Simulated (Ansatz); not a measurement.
# B2O (triplet): from Hartree-Fock to the top rungs, cc-pVTZ

The task here is to estimate one member of a computed series from the others.

Computed with Ansatz 0.2.0, Gaussian basis. Level: cc-pVTZ, core rule «outside noble gas», up to 3 orbitals frozen.

Plan: UHF; CCSD(T) on ROHF; CCSD(T) on UHF; BCCD(T) on ROHF; CCSDT(Q) on ROHF; CCSDT(Q) on UHF.

9 further runs of the same task are left out: 3 for a known fault of the program, 6 set aside as unsound or not needed.

## The system

The geometry is a PBE0/def2-TZVP stationary point (not a proven minimum).

3 atoms, charge 0, spin multiplicity 3.

Atoms are counted from 1 here; the program's logs count them from 0.

Bond lengths: B1–B2 1.619 Å, B2–O3 1.208 Å. Angles: B1–B2–O3 180.0°.

Set-up of the first run:

in.yaml

```yaml
crystal:
  periodic: [false, false, false]
  atoms:
    - {symbol: B, position_ang: [0.000000, 0.000000, 1.482400]}
    - {symbol: B, position_ang: [0.000000, 0.000000, -0.137000]}
    - {symbol: O, position_ang: [0.000000, 0.000000, -1.345400]}
basis:
  gaussian: {orbitals: cc-pVTZ}
magnetization: {spin_polarized: true, initial_magnetization: 2}
hamiltonian: {xc: hf}
output: {orbitals: {seedname: orbitals}}
```

Started as:

```console
ansatz run in.yaml --threads 1 --pin off --events-out ev --progress --plain --max-ram 4096MiB --backend cpu
```

Among the steps run: UHF; CCSD(T) on ROHF; CCSD(T) on UHF; BCCD(T) on ROHF; CCSDT(Q) on ROHF; CCSDT(Q) on UHF.

One table of the session follows, with a row left open; its other results are not shown here.

It belongs to the step «Misses and costs». 

| method | from UCCSDT(Q) (meV) |
| --- | --- |
| ROHF | +10575.7 |
| UHF | +10528.1 |
| RMP2 | +797.1 |
| UMP2 | +794.6 |
| RCCSD | +543.2 |
| UCCSD | ? |
| RCCSD(T) | +56.6 |
| UCCSD(T) | +56.5 |
| BCCD(T) | +54.5 |
| RCCSDT | +36.9 |
| UCCSDT | +36.5 |
| RCCSDT(Q) | +10.0 |
| UCCSDT(Q) | 0 |

Estimate the missing values for UCCSD.

As computed: from UCCSDT(Q) (meV): +541.8. In the column «from UCCSDT(Q) (meV)» it lies between RCCSD(T) (+56.6) and RCCSD (+543.2).

With the free atoms at the same levels and basis (separate runs), the atomisation energy is 10.901 eV at UCCSDT(Q), 10.881 eV at RCCSD(T), 10.877 eV at UCCSD(T), 8.745 eV at ROHF.

To keep in mind: Restricted and unrestricted rows rest on different reference determinants; where their highest levels disagree by more than a few hundredths of an eV, they describe different states and don't form one ladder.
